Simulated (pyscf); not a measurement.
## Four-centre exchange: H₂Se (SMILES [SeH2]) + Cl–Zr(Cl)(Cl)–Cl (SMILES [Cl][Zr]([Cl])([Cl])[Cl]) → Cl–Zr(Cl)(Cl)–SeH (SMILES [Cl][Zr]([Cl])([Cl])[SeH]) + HCl (SMILES Cl)

Gas phase, singlet surface, charge 0. Bonds broken: Se1–H2, Cl4–Zr5. Bonds formed: Se1–Zr5, H2–Cl4. PySCF, gas phase, ωB97X-D3(BJ)/def2-SVP geometries.

Transition state (Å):

```xyz
8

Se     0.2935     1.5361     0.2651
H      0.0561     0.5677    -1.2889
H      1.5745     0.9394     0.6703
Cl    -0.5785    -0.5789    -1.9777
Zr    -0.8699    -0.8561     0.6678
Cl     0.4757    -2.7418     0.5364
Cl    -3.1453    -1.1488     0.3313
Cl    -0.8212    -0.5272     2.9670
```

One imaginary mode, 410i cm⁻¹; descent along it reached the two sides named, in the forms told below.

```tsv
bond	change	reactant side (Å)	saddle	product side
Se1–H2	breaks	1.467	1.846	3.9
Cl4–Zr5	breaks	2.348	2.7	2.9
Se1–Zr5	forms	2.9	2.7	2.537
H2–Cl4	forms	3.5	1.480	1.291
```

Electronic energies relative to the separated reactants (kJ/mol):

```tsv
level	barrier	reaction energy	reverse barrier
ωB97X-D3(BJ)/def2-TZVP	40.1	+50.7	-10.6
PBE/def2-TZVP	54.8	+61.0	-6.2
r²SCAN/def2-TZVP	54.3	+63.2	-8.9
B3LYP-D3(BJ)/def2-TZVP	60.1	+62.2	-2.1
PBE0-D3(BJ)/def2-TZVP	49.0	+58.4	-9.4
M06-2X/def2-TZVP	61.8	+57.3	4.5
ωB97M-D3(BJ)/def2-TZVP	74.2	+65.3	8.9
HF/def2-TZVP	148.5	+75.5	73.0
```

With ωB97M-D3(BJ)/def2-TZVP energies and thermal terms (ideal gas, 1 atm, RRHO with modes under 100 cm⁻¹ raised to 100, one conformer, R ln 2 for chiral ones without a mode under 150 cm⁻¹), in kJ/mol:

| T (K) | ΔH‡ | ΔG‡ | ΔH | ΔG |
|---|---|---|---|---|
| 298 | 68.9 | 112.9 | +65.7 | +61.7 |
| 600 | 71.7 | 156.5 | +68.3 | +56.5 |
| 900 | 75.3 | 198.1 | +70.0 | +50.3 |
| 1200 | 78.9 | 238.5 | +71.4 | +43.5 |

On the reactant side the descent ends in an adduct with a Se–Zr contact, 64.3 kJ/mol under the separated species and 104.4 kJ/mol under the saddle at ωB97X-D3(BJ)/def2-TZVP. On the product side the descent ends in an adduct with a Cl–Zr contact, 33.8 kJ/mol under the separated species and 23.2 kJ/mol under the saddle at ωB97X-D3(BJ)/def2-TZVP. At ωB97X-D3(BJ)/def2-TZVP, PBE, r²SCAN, B3LYP-D3(BJ), PBE0-D3(BJ) the saddle lies under the separated products, which points to a path from their complex (located at ωB97X-D3(BJ) alone), and parting the products costs more than the saddle. What is counted as formed (Se–Zr) is already present as a longer contact in the reactant adduct; forming that adduct is a step of its own. What is counted as broken (Cl–Zr) persists as a longer contact in the product adduct; parting that adduct is a step of its own. One saddle was located; it need not be the lowest between these sides. Elements up to Kr have no core potential and no relativistic terms here. Elements past Kr carry the def2 core potentials, without spin-orbit coupling.
